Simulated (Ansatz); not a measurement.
A made-up structure of CH5SSi (charge -1), closed shell:

Si1  (0.871, -0.294, -0.193)
C2  (-0.533, 0.801, -0.267)
S3  (1.164, -1.225, 1.241)
H4  (-1.518, 0.411, -0.274)
H5  (-0.521, 1.392, -1.147)
H6  (-0.602, 1.486, 0.539)
H7  (1.472, -0.778, -1.385)
H8  (0.269, -2.275, 1.245)
(Å)

It is relaxed with PBE-D4/def2-SVPD and then PBE0-D4/def2-TZVPD (Ansatz 0.2.0). Atoms count as bonded within 1.22 times the sum of their covalent radii (H–H: 0.88 Å). The end point is not checked to be a true minimum.

Problem. Does its bonding change? (A judgement: the text doesn't fix the answer.)

Solution. The calculation gives: No: no bond forms or breaks.

Where it ends: The first stage lowers the energy by 4.14 eV in 9 steps. It ends as CH₅SSi ([CH3][SiH][SH]), total charge -1:
Si1  (1.332, 0.119, -0.257)
C2  (-0.487, 0.809, -0.270)
S3  (1.138, -1.372, 1.437)
H4  (-1.254, 0.025, -0.268)
H5  (-0.633, 1.426, -1.167)
H6  (-0.656, 1.450, 0.602)
H7  (1.135, -0.883, -1.410)
H8  (0.026, -2.055, 1.092)
(Å)

Labels in which every atom is bracketed show which atoms are joined, not bond orders.

For scale, one of the runs: PBE0-D4/def2-TZVPD relaxation, 171 basis functions, launched by `ansatz run in.yaml --threads 2 --pin off --events-out ev --progress --plain --max-ram 4352MiB`. The run took about 29 s on 2 CPU threads of an Arm Neoverse V2 (shared host).
